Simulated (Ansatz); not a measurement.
Al₂H₂ (H-bridged), singlet: reading a ladder of total energies

Geometry: a point of a breathe scan, not a stationary point.

```yaml
atoms:
  - { symbol: Al, position_ang: [0.0000, 0.1053, 1.4393] }
  - { symbol: Al, position_ang: [0.0000, -0.0220, -1.5555] }
  - { symbol: H, position_ang: [0.0000, -0.7832, 3.0503] }
  - { symbol: H, position_ang: [0.0000, -1.4465, 0.0623] }
```

Basis 6-31G; Ansatz 0.2.0. Only valence electrons are correlated (noble-gas cores frozen), which leaves 8 electrons in 20 orbitals. R marks a restricted (for open shells ROHF) determinant.

Full CI is exact within this basis and frozen core; it isn't the basis-set limit.

Runs differ by some tens of microhartree through their thresholds, so steps under 0.03 kcal/mol mean nothing.

```csv
level,total energy (hartree)
RHF,-484.852929
RMP2,-484.922297
RCCSD,-484.955495
RCCSD(T),-484.958224
RCCSDT,-484.959314
RCCSDT(Q),-484.959541
RCCSDTQ,-484.959611
full CI,-484.959620
```

Question: What is the correlation energy at full CI, and what share of it do RMP2 and RCCSD recover?

Answer: E(corr) = -484.959620 − (-484.852929) = -0.106691 hartree = -2.903 eV. RMP2: -0.069368 / -0.106691 = 65.02 %. RCCSD: -0.102566 / -0.106691 = 96.13 %.

Question: By how many kcal/mol does RCCSD(T) miss full CI (1 hartree = 627.509 kcal/mol), and which steps make up the rest?

Answer: -484.958224 − (-484.959620) = 0.001396 hartree = 0.88 kcal/mol. Steps: RCCSDT − RCCSD(T) = -0.68, RCCSDT(Q) − RCCSDT = -0.14, RCCSDTQ − RCCSDT(Q) = -0.04, full CI − RCCSDTQ = -0.01 kcal/mol. Differences between like states or geometries often cancel part of this.
